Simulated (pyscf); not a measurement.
Four-centre exchange: H₂Al–AsH₂ (SMILES [AlH2][AsH2]) + AsH₃ (SMILES [AsH3]) → H₂As–AlH–AsH₂ (SMILES [AsH2][AlH][AsH2]) + H₂ (SMILES [H][H])

Gas phase, singlet surface, charge 0. Bonds broken: Al2–H5, As7–H8. Bonds formed: Al2–As7, H5–H8. Single points on ωB97X-D3(BJ)/def2-SVP structures (PySCF, gas phase).

Transition state (Å):

```xyz
10

As    -2.5240    -0.7916    -0.5996
Al    -0.9243     1.0091    -0.7186
H     -1.6219    -1.5936     0.3286
H     -1.9198    -1.4233    -1.8461
H     -1.0740     1.6946    -2.2703
H     -0.5170     2.1073     0.3344
As     1.3058    -0.0032    -1.7964
H     -0.1320     1.0765    -2.2499
H      2.0843     1.0866    -1.0813
H      0.9950    -0.7469    -0.5067
```

One imaginary mode, 1200i cm⁻¹; descent along it reached the two sides named, in the forms told below.

```
bond     change  reactant side (Å)  saddle  product side
-------  ------  -----------------  ------  ------------
Al2–H5   breaks              1.588   1.703         2.374
As7–H8   breaks              1.537   1.854           3.2
Al2–As7   forms                3.2     2.7         2.419
H5–H8     forms                2.8   1.127         0.765
```

Electronic energies relative to the separated reactants (kcal/mol):

```tsv
level	barrier	reaction energy	reverse barrier
ωB97X-D3(BJ)/def2-TZVP	12.4	-14.0	26.4
PBE/def2-TZVP	9.0	-11.5	20.6
r²SCAN/def2-TZVP	9.7	-11.9	21.6
B3LYP-D3(BJ)/def2-TZVP	13.8	-10.7	24.5
PBE0-D3(BJ)/def2-TZVP	9.5	-12.2	21.6
M06-2X/def2-TZVP	14.1	-12.9	27.0
ωB97M-D3(BJ)/def2-TZVP	16.3	-9.4	25.7
HF/def2-TZVP	36.2	-4.1	40.3
```

With ωB97M-D3(BJ)/def2-TZVP energies and thermal terms (ideal gas, 1 atm, RRHO with modes under 100 cm⁻¹ raised to 100, one conformer, R ln 2 for chiral ones without a mode under 150 cm⁻¹), in kcal/mol:

| T (K) | ΔH‡ | ΔG‡ | ΔH | ΔG |
|---|---|---|---|---|
| 298 | 16.3 | 27.0 | -9.9 | -7.8 |
| 600 | 16.7 | 37.7 | -8.5 | -6.3 |
| 900 | 17.4 | 48.0 | -7.7 | -5.4 |
| 1200 | 18.1 | 58.1 | -7.2 | -4.7 |

On the reactant side the descent ends in a complex (not fully relaxed), 6.5 kcal/mol under the separated species and 18.9 kcal/mol under the saddle at ωB97X-D3(BJ)/def2-TZVP. At the saddle there is also a short Al–H contact that neither side keeps. This is the saddle that the search found; another between the same sides may lie lower. Elements up to Kr have no core potential and no relativistic terms here.
